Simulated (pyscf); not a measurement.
PySCF, gas phase, ωB97X-D3(BJ)/def2-SVP geometries.

### Question
For `[O]=[Cr](=[O])([F])[F]` + `[H][H]` -> `[O]=[CrH](=[O])[F]` + `[FH]`, a four-centre exchange (singlet surface; Cr–F, H–H broken, Cr–H, F–H formed), PBE/def2-TZVP gives ΔE‡ = 30.0 kcal/mol and ΔE = +20.5 kcal/mol (zero: the separated reactants). In which direction and how far do PBE0-D3(BJ)/def2-TZVP, M06-2X/def2-TZVP, ωB97M-D3(BJ)/def2-TZVP move these?

### Answer
PBE0-D3(BJ): ΔE‡ = 31.4 kcal/mol, ΔE = +13.9 kcal/mol; M06-2X: ΔE‡ = 35.1 kcal/mol, ΔE = +9.5 kcal/mol; ωB97M-D3(BJ): ΔE‡ = 33.4 kcal/mol, ΔE = +10.8 kcal/mol. PBE's barrier lies under all of them, by 1.4 to 5.1 kcal/mol. Its reaction energy lies over all of them, by 6.5 to 10.9 kcal/mol. At the saddle there is also a short Cr–H contact that neither side keeps. One saddle was located; it need not be the lowest between these sides.
